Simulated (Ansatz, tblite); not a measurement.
# The cluster Au2O: competing shapes

One table from this session's results is given with a row withheld; the runs are named, their logs left out.

Program: Ansatz 0.2.0, Gaussian basis. Level of theory: relaxed with r2SCAN-D4/def2-TZVP, singlet. These are calculated values, not measurements.

**Starting geometry**

3 atoms, charge 0, spin multiplicity 1.

Atoms are counted from 1 here; the program's logs count them from 0.

Bond lengths: Au1–O3 1.893 Å, Au2–O3 1.894 Å. Angles: Au1–O3–Au2 93.2°.

Geometry (Å):

```xyz
3

Au   -0.6360    0.9469    0.8820
Au    0.2061   -0.3784   -1.3764
O     0.4298   -0.5685    0.4944
```

Au takes a core potential in the def2 sets. No spin-orbit coupling is included.

A search from random starts with GFN1-xTB found 2 distinct shapes; 2 go on here. The structure above is candidate A, which lies 0.00 eV above the lowest at that level; B lies 0.04 eV above the lowest at that level.

The first run:

in.yaml reads:

```yaml
crystal:
  periodic: [false, false, false]
  atoms:
    - {symbol: Au, position_ang: [-0.635980, 0.946880, 0.881970]}
    - {symbol: Au, position_ang: [0.206150, -0.378400, -1.376390]}
    - {symbol: O, position_ang: [0.429830, -0.568480, 0.494420]}
basis:
  gaussian: {orbitals: def2-TZVP}
hamiltonian: {xc: r2scan, dispersion: d4}
scf: {lower_state_search: "off"}
output: {orbitals: {seedname: orbitals}}
relax: {f_tol: 0.02, max_steps: 100}
```

Run with:

```bash
ansatz run in.yaml --threads 2 --pin off --events-out ev --progress --plain --max-ram 4352MiB
```

Steps of the session up to this table: Relaxing candidate A; Relaxing candidate B; Candidate B, PBE0-D4/def2-TZVP; Candidate B, PBE-D4/def2-TZVP; Candidate B, r2SCAN-D4/def2-TZVP; Candidate B, r2SCANh-D4/def2-TZVP; Candidate B, r2SCAN0-D4/def2-TZVP; Candidate B, CCSD(T)/def2-TZVPP.

One table of the session follows, with a row left open; its other results are not shown here.

It belongs to the step «B against A». 

```
               level  B above A (eV)
            GFN1-xTB          +0.149
            GFN2-xTB          +0.866
       HF/def2-TZVPP          +1.533
    PBE-D4/def2-TZVP          +0.852
 r2SCAN-D4/def2-TZVP               ?
r2SCANh-D4/def2-TZVP          +1.039
   PBE0-D4/def2-TZVP          +1.099
r2SCAN0-D4/def2-TZVP          +1.154
      MP2/def2-TZVPP          +1.167
     CCSD/def2-TZVPP          +1.148
  CCSD(T)/def2-TZVPP          +0.969
```

Q: Estimate the row for r2SCAN-D4/def2-TZVP from the others.

Worked estimate for «B above A (eV)». Against the share of exact exchange, r2SCANh-D4/def2-TZVP (0.1, +1.039), r2SCAN0-D4/def2-TZVP (0.25, +1.154) give a slope of 0.767 per unit share; at 0 the line stands at 0.962.

**Answer.** B above A (eV): +0.957. In «B above A (eV)» the line misses by +0.005.

CCSD(T)/def2-TZVPP is no safe reference here (restricted state is unstable towards broken spin symmetry).

To keep in mind: The search was small, so a lower isomer may exist. Only singlets are compared; another spin may lie lower and prefer another shape.
